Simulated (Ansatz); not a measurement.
The input, for Ansatz 0.2.0:

```yaml
crystal:
  periodic: [false, false, false]
  atoms:
    - {symbol: Se, position_ang: [0.000000, 0.000000, 0.000000]}
    - {symbol: Mg, position_ang: [0.000000, 0.000000, 2.369500]}
basis:
  gaussian: {orbitals: 6-31G}
total_charge: 1
magnetization: {spin_polarized: false, initial_magnetization: 3}
correlation: {method: fic_nevpt4_sd, electrons: outside_noble_gas, active_space: {window: {electrons: 5, orbitals: 6}, states: [{multiplicity: 4, weights: [1, 0.5, 1, 0.5]}]}}
scf: {lower_state_search: light}
```

```sh
$ ansatz run in.yaml --threads 1 --pin off --events-out ev --progress --plain --max-ram 2393MiB
```

The program prints:

```
668 factors; integrals over basis functions are off by at most 1.7e-7 eV
mean field evaluation 1: about -70717.0285 eV, gradient 9.5e0 eV
mean field evaluation 2: about -70717.0505 eV, gradient 9.5e0 eV
mean field evaluation 4: about -70717.4867 eV, gradient 8.7e-1 eV
mean field evaluation 8: about -70717.5065 eV, gradient 1.5e-3 eV
mean field evaluation 16: about -70717.5054 eV, gradient 2.7e-1 eV
mean field -70717.50649774 eV, -2598.8204297443 hartree, gradient 8.1e-6 eV, S^2 3.750000; 2 other end points of the search recorded, 0 dependent functions left out
reference -70717.50649774 eV, -2598.8204297443 hartree; 24, 21 occupied and 18, 21 virtual orbitals, 668 factors
state -70717.63509950 eV, -2598.8251557720 hartree
state -70716.33791849 eV, -2598.7774852492 hartree
state -70716.30215205 eV, -2598.7761708566 hartree
state -70714.54090452 eV, -2598.7114462037 hartree
state -70717.63509950 eV, -2598.8251557720 hartree; corrected -70718.42777147 eV, -2598.8542859297 hartree
state -70716.33791849 eV, -2598.7774852492 hartree; corrected -70717.15780701 eV, -2598.8076155964 hartree
state -70716.30215205 eV, -2598.7761708566 hartree; corrected -70717.14112420 eV, -2598.8070025144 hartree
state -70714.54090452 eV, -2598.7114462037 hartree; corrected -70715.32805307 eV, -2598.7403733795 hartree
Total energy: -70717.27060857 eV, -2598.8117609773 hartree
```

Natural occupations, averaged over the states: 1.4920 1.3332 1.1662 0.8350 0.1692 0.0043.

The total printed last is the weighted mean of the 4 states, 1.157 eV above the lowest of them, and is no single state's energy.

Ran on 1 thread of Arm Neoverse V1, shared host: 4.4 s wall, 0.13 GiB peak host memory.
